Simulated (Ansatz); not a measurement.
Working through a ranking of conformers of C3H5FS, SMILES C=CSCF

Program: the Ansatz DFT code, driven from Python.

Interactive session:
```pycon
>>> import ansatz as az
>>> from rdkit import Chem
>>> from rdkit.Chem import AllChem
>>> rd = Chem.AddHs(Chem.MolFromSmiles("C=CSCF"))
>>> ids = list(AllChem.EmbedMultipleConfs(rd, numConfs=20, randomSeed=594, pruneRmsThresh=0.4))
>>> field = [energy for _, energy in AllChem.MMFFOptimizeMoleculeConfs(rd)]
>>> distinct = {round(e, 2): i for i, e in zip(ids, field)}
>>> chosen = sorted(distinct.items())[:3]
>>> found = []
>>> for force_field, index in chosen:
...     geometry = az.Crystal.molecule()
...     for atom, xyz in zip(rd.GetAtoms(), rd.GetConformer(index).GetPositions()):
...         geometry = geometry.atom(atom.GetSymbol(), xyz.round(5).tolist())
...     job = (
...         geometry.calculation()
...         .basis(gaussian="cc-pVDZ")
...         .functional("pbe0", dispersion="d3bj")
...     )
...     found.append(job.run().report["free_energy_ev"])
...

>>> print("conformer   MMFF (kcal/mol)   this level (eV)")
conformer   MMFF (kcal/mol)   this level (eV)
>>> for (force_field, index), e in zip(chosen, found):
...     print(f"{index:9d} {force_field - chosen[0][0]:17.2f} {(e - min(found)):17.3f}")
...
        6              0.00             0.000
        8              1.42             0.157
        4              3.39             0.049
```

The conformers keep their force-field geometries. It ran for 11 s on 1 thread of Arm Neoverse V1, on a shared host, peak memory 0.31 GiB.

(Lines on the test bed's own set-up are left out of the output.)
